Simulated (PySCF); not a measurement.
**Computed spin Hamiltonian**

CH6NSi (doublet state).
Cartesian coordinates in Å at the GFN2-xTB level; atoms count from 1:
```xyz
9
CH6NSi angstrom
C     -1.0783   -0.3406   -0.0835
N     -0.0905    0.7132   -0.1669
Si     1.5941    0.4152   -0.0122
H     -0.6727   -1.2401   -0.5422
H     -1.9817   -0.0522   -0.6249
H     -1.3563   -0.5801    0.9501
H     -0.4608    1.5916    0.1619
H      1.9630   -0.5647   -1.0244
H      2.0967    0.0635    1.3169
```

The hyperfine couplings belong to this conformer and change with its torsions.

Identity: `CN[SiH2]` [radical].

Theory: UKS B3LYP, pcH-1 on C H N Si, non-relativistic, mean-field spin-orbit, GIAO in PySCF. Geometry: GFN2-xTB, one conformer, isolated molecule. Couplings are sensitive to structure, and on GFN2-xTB geometries they can be far from those on DFT ones, by a factor of two or more for some ions and for spin on atoms past the first row. No stability test was run, so a lower SCF solution isn't excluded.

* g1, g2, g3: 2.00203, 2.00236, 2.00421
* g_iso: 2.00287
* Form of g: rhombic: the two nearest values differ by 15 % of g3 − g1
* ⟨S²⟩: 0.7513 (exact 0.7500)
* α and β electrons: 17, 16
* HOMO–LUMO gap, α and β orbitals: 6.02, 4.27 eV
* Total energy: -385.93773 Eh

Isotropic coupling and dipolar principal values T1 to T3, in MHz:

```json
{"atom": "C1", "isotope": "13C", "a_iso": "42.2", "of which spin–orbit": "0.0", "T1": "-3.0", "T2": "-2.5", "T3": "5.4", "Mulliken spin population": "0.02"}
{"atom": "N2", "isotope": "14N", "a_iso": "19.4", "of which spin–orbit": "0.0", "T1": "-2.3", "T2": "-1.6", "T3": "3.9", "Mulliken spin population": "0.01"}
{"atom": "Si3", "isotope": "29Si", "a_iso": "-497.3", "of which spin–orbit": "1.0", "T1": "-169.0", "T2": "82.5", "T3": "86.5", "Mulliken spin population": "0.96"}
{"atom": "H4", "isotope": "1H", "a_iso": "2.7", "of which spin–orbit": "0.0", "T1": "-3.3", "T2": "-0.9", "T3": "4.2", "Mulliken spin population": "0.00"}
{"atom": "H5", "isotope": "1H", "a_iso": "2.4", "of which spin–orbit": "0.0", "T1": "-2.1", "T2": "-1.2", "T3": "3.2", "Mulliken spin population": "0.00"}
{"atom": "H6", "isotope": "1H", "a_iso": "2.7", "of which spin–orbit": "0.0", "T1": "-2.2", "T2": "-1.0", "T3": "3.3", "Mulliken spin population": "0.00"}
{"atom": "H7", "isotope": "1H", "a_iso": "4.0", "of which spin–orbit": "0.0", "T1": "-5.8", "T2": "-2.3", "T3": "8.0", "Mulliken spin population": "0.00"}
{"atom": "H8", "isotope": "1H", "a_iso": "14.9", "of which spin–orbit": "0.0", "T1": "-9.6", "T2": "0.3", "T3": "9.2", "Mulliken spin population": "-0.01"}
{"atom": "H9", "isotope": "1H", "a_iso": "88.0", "of which spin–orbit": "0.0", "T1": "-9.8", "T2": "1.7", "T3": "8.1", "Mulliken spin population": "0.03"}
```

The largest Mulliken spin population is on Si3 (+0.96). The angles at Si3 add up to 337.5°, so it is pyramidal.

Under fast tumbling the dipolar parts average out, and these isotropic splittings remain: 2 × 1H (H8/H9, I = 1/2, 3 lines) with 1.84 mT, 1 × 14N (N2, I = 1, 3 lines) with 0.69 mT, 1 × 1H (H7, I = 1/2, 2 lines) with 0.14 mT and 3 × 1H (H4/H5/H6, I = 1/2, 4 lines) with 0.09 mT.

Class means assume fast exchange of nuclei equivalent by connectivity; if that motion is slow, each nucleus keeps its own coupling. The 1H value of +51.5 MHz is a mean of couplings from 14.9 to 88.0 MHz in this one geometry, not an average over conformers.

The 13C coupling of C1 (42.2 MHz) shows only in satellite lines or after enrichment, since that isotope makes up about 1.07 % of natural carbon.

The 29Si coupling of Si3 (-497.3 MHz) shows only in satellite lines or after enrichment, since that isotope makes up about 4.7 % of natural silicon.
